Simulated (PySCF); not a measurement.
Ne: ionisation energy

Ne [Ne] (1S) → Ne+ [He] 2s2 2p5 (2P), as a difference of total energies. All numbers are calculated (PySCF 2.14, the spin-free X2C one-electron Hamiltonian (Gaussian nucleus), in x2c-QZVPPall with one added diffuse shell each of s, p, d, f type (8s5p4d3f1g, 73 functions)). Correlated levels: valence: 1s2 frozen; valence and next inner shell: nothing frozen. The calculations carry no spin-orbit coupling.

| method | ionisation energy (eV) | plus first-order spin-orbit estimate | error of that sum (eV) |
| --- | --- | --- | --- |
| UHF | 19.639 | 19.606 | -1.959 |
| LDA | 22.164 | 22.131 | +0.566 |
| PBE | 21.633 | 21.599 | +0.034 |
| PBE0 | 21.424 | 21.390 | -0.175 |
| r2SCAN | 21.459 | 21.426 | -0.139 |
| PBEsol | 21.665 | 21.632 | +0.067 |
| wB97X | 21.455 | 21.421 | -0.144 |
| CAM-B3LYP | 21.706 | 21.673 | +0.108 |
| PW91 | 21.735 | 21.702 | +0.137 |
| MP2 (valence) | 21.687 | 21.653 | +0.088 |
| SCS-MP2 (valence) | 21.547 | 21.513 | -0.052 |
| MP2 (valence and next inner shell) | 21.699 | 21.665 | +0.100 |
| SCS-MP2 (valence and next inner shell) | 21.554 | 21.520 | -0.045 |

Reference: 21.565 eV (measured; NIST Atomic Spectra Database, ionization energies).

A first-order spin-orbit estimate (lowest level to lowest level, LS coupling) adds -0.033 eV.

Errors of the correlated levels include the incompleteness of this basis and the frozen core.
